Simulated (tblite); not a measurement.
Compound: pentane, C5H12.
Atom-mapped SMILES: `[CH3:1][CH2:2][CH2:3][CH2:4][CH3:5]` (hydrogens: H6, H7, H8 on C1; H9, H10 on C2; H11, H12 on C3; H13, H14 on C4; H15, H16, H17 on C5)

Computed with GFN2-xTB (tblite), gas phase: nudged elastic band of 9 images (0 to 8), spring 0.2 eV/Å², climbing image at the end, force threshold 0.05 eV/Å. The top image wasn't refined or checked by frequencies; at this threshold it can lie a kcal/mol or more above the true saddle point of the method.

The band describes a rotation about C2–C3 (chain CH2 carbon, chain CH2 carbon), followed by the dihedral C1–C2–C3–C4, from the optimised start (180°) to a second optimised geometry at -66°.

**Question.** Give the energy profile along the converged band.

**Answer.** 
| image | dihedral (°) | E (kcal/mol) | C2–C3 (Å) | C1···C4 (Å) | largest true force (eV/Å) |
| --- | --- | --- | --- | --- | --- |
| 0 | 180 | 0.00 | 1.527 | 3.89 | 0.01 |
| 1 | -166 | 0.35 | 1.528 | 3.88 | 0.03 |
| 2 | -152 | 1.18 | 1.532 | 3.83 | 0.05 |
| 3 | -137 | 2.06 | 1.536 | 3.76 | 0.04 |
| 4 | -123 | 2.52 | 1.538 | 3.66 | 0.03 |
| 5 | -108 | 2.29 | 1.537 | 3.53 | 0.05 |
| 6 | -94 | 1.54 | 1.534 | 3.39 | 0.06 |
| 7 | -80 | 0.84 | 1.531 | 3.24 | 0.05 |
| 8 | -66 | 0.58 | 1.529 | 3.14 | 0.01 |

Barriers of this band. The top is image 4 at -123°: 2.52 kcal/mol forward and 1.94 kcal/mol back; the end lies 0.58 kcal/mol above the start. The central bond is 0.011 Å longer at the top than at the start.

**Question.** What rate follows at 350 K for crossing this barrier forward?

**Answer.** Taking the electronic barrier for the free energy of activation (no zero-point or entropy terms, transmission 1), rate = (kT/h)·exp(−ΔE/kT) ≈ 2 × 10^11 s⁻¹, whose inverse is 5 × 10^-12 s. An error of 1 kcal/mol in the barrier changes this by a factor of 4, and the method and the loose band can each miss by that much or more. The barrier is only 3.6 kT, where transition-state theory is rough.

**Question.** How would the two end points share their population at 350 K, from these energies alone?

**Answer.** exp(−ΔE/kT) with ΔE = 0.025 eV gives 0.44 for the higher one (end) against 1 for the lower, without vibrational, rotational or degeneracy terms. GFN2-xTB can put conformers this close in the wrong order.

**Question.** How long is the path, and how are the images spaced?

**Answer.** Cartesian distances between aligned neighbours (all atoms, Å): 0.63, 0.62, 0.62, 0.63, 0.63, 0.64, 0.65, 0.73; the sum is 5.13 Å, and the top lies 49 % of the way along.

The cost below is that of the whole band run. Time: 1.7 s; peak memory 0.18 GiB. Hardware: one thread of an Intel Xeon Platinum 8559C, shared host with 192 logical CPUs at a one-minute load of 75.
